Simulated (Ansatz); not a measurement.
# C4N2: basis-set convergence

Aim: see how fast density functionals converge with the basis set for C4N2.

Program: Ansatz 0.2.0, Gaussian basis. Level of theory: one geometry, several basis sets. These are calculated values, not measurements.

Levels to be run: PBE0-D4/def2-SVP; ωB97M-V/def2-SVP; PBE0-D4/def2-QZVPP; ωB97M-V/def2-QZVPP; the functionals' def2-TZVPP values are taken from earlier runs.

## 1. The relaxed structure

The geometry comes from an earlier relaxation with PBE0-D4 in a triple-zeta def2 set; it is a stationary point.

SMILES `N#CC#CC#N`, 6 atoms, charge 0, spin multiplicity 1.

Atoms are counted from 1 here; the program's logs count them from 0.

Bond lengths: N1–C2 1.155 Å, C2–C3 1.363 Å, C3–C4 1.207 Å, C4–C5 1.363 Å, C5–N6 1.155 Å. Angles: N1–C2–C3 180.0°, C2–C3–C4 180.0°, C3–C4–C5 180.0°, C4–C5–N6 180.0°.

Geometry (Å):

```
N     0.0171   -3.0203    0.7891
C     0.0107   -1.9028    0.4973
C     0.0032   -0.5838    0.1527
C    -0.0034    0.5839   -0.1523
C    -0.0107    1.9028   -0.4972
N    -0.0168    3.0202   -0.7895
```

## 2. PBE0-D4 in def2-SVP

in.yaml

```yaml
crystal:
  periodic: [false, false, false]
  atoms:
    - {symbol: N, position_ang: [0.017056, -3.020344, 0.789093]}
    - {symbol: C, position_ang: [0.010709, -1.902776, 0.497253]}
    - {symbol: C, position_ang: [0.003210, -0.583799, 0.152742]}
    - {symbol: C, position_ang: [-0.003412, 0.583905, -0.152331]}
    - {symbol: C, position_ang: [-0.010719, 1.902788, -0.497207]}
    - {symbol: N, position_ang: [-0.016845, 3.020226, -0.789549]}
basis:
  gaussian: {orbitals: def2-SVP}
hamiltonian: {xc: pbe0, dispersion: d4}
output: {orbitals: {seedname: orbitals}}
```

Launch:

```
$ ansatz run in.yaml --threads 4 --pin off --events-out ev --progress --plain --max-ram 10444MiB
```

After this run come: ωB97M-V in def2-SVP; PBE0-D4 in def2-QZVPP; ωB97M-V in def2-QZVPP.

**Question.** What will the summary of the whole plan be? Wanted: PBE0-D4: double and triple zeta above quadruple; ωB97M-V: double and triple zeta above quadruple.

**Answer**, as computed:

```
                                       quantity          value
PBE0-D4: double and triple zeta above quadruple  8.30, 0.35 eV
ωB97M-V: double and triple zeta above quadruple  8.52, 0.30 eV
```

What this shows: For PBE0-D4 the step from double to triple zeta gains 7.96 eV and the next only 0.35 eV. Total energies overstate the basis error of differences, where much of it tends to cancel.
